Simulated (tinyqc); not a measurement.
Worked calculation: RHF in the sto-3g basis, for NH3, spin multiplicity 1. One step of it, computed by the program tinyqc.

Task: Iteration 1: diagonalisation and new density. Diagonalise F' = X^T F X, C = X C', fill 5 alpha and 5 beta electrons from the bottom; D = 2 C_occ C_occ^T. Each column has its largest component positive (the first on a tie).

Fock matrix F (hartree), lower triangle:
```
             1N 1s      1N 2s     1N 2px     1N 2py    1N 2pz      2H 1s      3H 1s      4H 1s
1N 1s   -13.550542
1N 2s    -3.546517  -1.277930
1N 2px    0.000001  -0.000029   0.224802
1N 2py    0.000000   0.000000   0.000000   0.224550
1N 2pz    0.009210   0.129678  -0.000009   0.000000  0.396553
2H 1s    -0.917777  -0.569699  -0.167828   0.000000  0.075683  -0.094364
3H 1s    -0.918491  -0.569965   0.083810  -0.145366  0.075706  -0.211603  -0.094480
4H 1s    -0.918491  -0.569965   0.083810   0.145366  0.075706  -0.211603  -0.211610  -0.094480
```

X, lower triangle:
```
            1N 1s      1N 2s     1N 2px     1N 2py    1N 2pz      2H 1s      3H 1s     4H 1s
1N 1s    1.025285
1N 2s   -0.156867   1.427320
1N 2px  -0.000001  -0.000050   1.169388
1N 2py   0.000000   0.000000   0.000000   1.169644
1N 2pz   0.006807  -0.078998   0.000014   0.000000  1.015383
2H 1s    0.023237  -0.332072  -0.329389   0.000000  0.064848   1.263534
3H 1s    0.023242  -0.332347   0.164682  -0.285498  0.064916  -0.053622   1.263815
4H 1s    0.023242  -0.332347   0.164682   0.285498  0.064916  -0.053622  -0.053640  1.263815
```

Give: F' = X^T F X; orbital energies; coefficients C; D after iteration 1.

Result:

F' = X^T F X (hartree), lower triangle:
```
          1        2        3        4       5        6        7       8
1  -13.2548
2   -1.9962  -0.2004
3    0.0000  -0.0001   0.5203
4    0.0000   0.0000   0.0000   0.5205
5    0.0122   0.0224   0.0000   0.0000  0.4219
6   -0.1557  -0.3880  -0.4232   0.0000  0.0893   0.3771
7   -0.1560  -0.3883   0.2115  -0.3667  0.0893  -0.0811   0.3774
8   -0.1560  -0.3883   0.2115   0.3667  0.0893  -0.0811  -0.0812  0.3774
```

orbital energies (hartree): MO1 -13.5630, MO2 -0.4824, MO3 -0.0300, MO4 -0.0299, MO5 0.4110, MO6 0.8160, MO7 1.0085, MO8 1.0091

coefficients C:
```
            MO1      MO2      MO3      MO4      MO5      MO6      MO7      MO8
1N 1s    0.9912  -0.2161   0.0000   0.0001  -0.0758  -0.2065   0.0002   0.0000
1N 2s    0.0424   0.6678   0.0000  -0.0002   0.3668   1.3479  -0.0015   0.0000
1N 2px   0.0000   0.0001   0.0000   0.5082   0.0000   0.0011   1.1278   0.0000
1N 2py   0.0000   0.0000   0.5082   0.0000   0.0000   0.0000   0.0000   1.1282
1N 2pz  -0.0035  -0.1151   0.0000   0.0000   0.9402  -0.3907   0.0004   0.0000
2H 1s   -0.0088   0.1989   0.0000   0.5572  -0.0951  -0.7163  -0.9765   0.0000
3H 1s   -0.0088   0.1989   0.4823  -0.2784  -0.0951  -0.7154   0.4893  -0.8466
4H 1s   -0.0088   0.1989  -0.4823  -0.2784  -0.0951  -0.7154   0.4893   0.8466
```

D after iteration 1, lower triangle:
```
          1N 1s    1N 2s   1N 2px   1N 2py   1N 2pz    2H 1s    3H 1s   4H 1s
1N 1s    2.0697
1N 2s   -0.2603   1.1646
1N 2px   0.0000  -0.0001   0.5164
1N 2py   0.0000   0.0000   0.0000   0.5165
1N 2pz  -0.0997   0.5358   0.0001   0.0000   1.7946
2H 1s   -0.0889   0.1948   0.5663   0.0000  -0.2245   0.7182
3H 1s   -0.0891   0.1952  -0.2829   0.4902  -0.2246  -0.2129   0.7176
4H 1s   -0.0891   0.1952  -0.2829  -0.4902  -0.2246  -0.2129  -0.2128  0.7176
```
